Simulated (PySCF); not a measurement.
Calculation: B3LYP-D3(BJ)/def2-TZVP (PySCF). Gas-phase values, no solvent. B3LYP has the VWN-RPA correlation part, as in Gaussian. 

Reference species (SMILES): `N#C` (neutral, multiplicity 1).

```yaml
S1 oscillator strength: 0.000
HOMO: -10.16 eV
dipole_moment: 3.03 D
```

After one change: the S1 oscillator strength is nearly the same; the HOMO goes up by 1.37 eV; the dipole moment goes up by 0.84 D.

Task: Name the change that produced these shifts. The new species is one of these.
A) `C#CC#N`
B) `N#CC=S`
C) `N#C[SiH3]`
D) `N#CC=O`

Result: A, `C#CC#N`
